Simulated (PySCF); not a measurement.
HCl.
Cartesian coordinates in Å at the PBE0-D3(BJ)/def2-SVP level; atoms count from 1:
```
atom  x, y, z in Å
Cl1    0.651   -0.002   -0.003
H2    -0.634    0.005   -0.011
```

Computed, not measured: PBE0-D3(BJ)/def2-SVP geometry optimisation, gas phase (PySCF 2.14.0).

Take the most abundant isotopes and a rigid rotor. 

Question: What are the moment of inertia and the rotational constant?

Answer: I = 1.618 u·Å², B = 505379 MHz·u·Å²/I = 312404 MHz (10.4207 cm⁻¹, or 14.993 K as hB/k). For two atoms I = μr² with μ = 0.9796 u and r = 1.2851 Å.

Question: List the first levels of a rigid rotor in a Σ state.

Answer: E(J) = BJ(J+1): J = 1: 20.841, J = 2: 62.524, J = 3: 125.048, J = 4: 208.414, J = 5: 312.621, J = 6: 437.669 cm⁻¹.

Question: Where do the first rotational lines fall?

Answer: The dipole is 1.38 D; J+1 ← J lies at 2B(J+1): 1 ← 0 at 624.81 GHz, 2 ← 1 at 1249.62 GHz, 3 ← 2 at 1874.43 GHz, 4 ← 3 at 2499.23 GHz, 5 ← 4 at 3124.04 GHz, 6 ← 5 at 3748.85 GHz.

Question: Estimate the classical rotational partition function at 200 K.

Answer: Point group C∞v, symmetry number σ = 1; q = kT/(σhB), k/h = 20836.6 MHz/K: 13.3 at 200 K.

Stationary, but not proved a minimum. Zero-point vibration and centrifugal distortion are left out.
